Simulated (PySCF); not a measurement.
allene (C3H4), SMILES C=C=C. Atoms are numbered in the order given.

```xyz
7

C      0.0000     0.0000    -1.3001
C      0.0000     0.0000     0.0000
C      0.0000     0.0000     1.3001
H      0.6550     0.6550    -1.8632
H     -0.6550    -0.6550    -1.8632
H      0.6550    -0.6550     1.8632
H     -0.6550     0.6550     1.8632
```

Coordinates come from a B3LYP-D3(BJ)/def2-TZVP optimisation.

Calculation: PBE0/def2-TZVPD (PySCF).

Isolated molecule, no solvent.

The total energy is -116.55004 hartree and the point group is D2d. The highest occupied level comes out as -7.74 eV and the lowest empty level is 0.25 eV. The orbital gap is 7.98 eV and the dipole moment is 0.00 D. The quadrupole, principal values (traceless, Buckingham form, about the centre of nuclear charge) is -1.97, -1.97, 3.94 D·Å and the mean static polarisability is 40.4 bohr³ (5.98 Å³). The polarisability, principal values is 29.3, 29.3, 62.5 bohr³.
